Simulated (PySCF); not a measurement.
**CH₃O, SMILES `C[O]` (charge 0, multiplicity 2)**

These are ωB97X-D3(BJ)/def2-TZVP // PBE0-D3(BJ)/def2-TZVP (PySCF) values and carry that method's errors.

```
Quantity                                                       Result
-----------------------------  --------------------------------------
highest occupied spin orbital                               -10.35 eV
dipole moment                                                  2.04 D
total energy                                             -115.1303 Ha
cost                           about 30 core-seconds (a rough figure)
```

```xyz
5

C     -0.0306     0.0135    -0.0421
O      1.3065    -0.0167     0.1753
H     -0.3646    -0.6916    -0.8175
H     -0.4223     1.0254    -0.2221
H     -0.4889    -0.3306     0.9064
```
Charge 0, spin multiplicity 2.
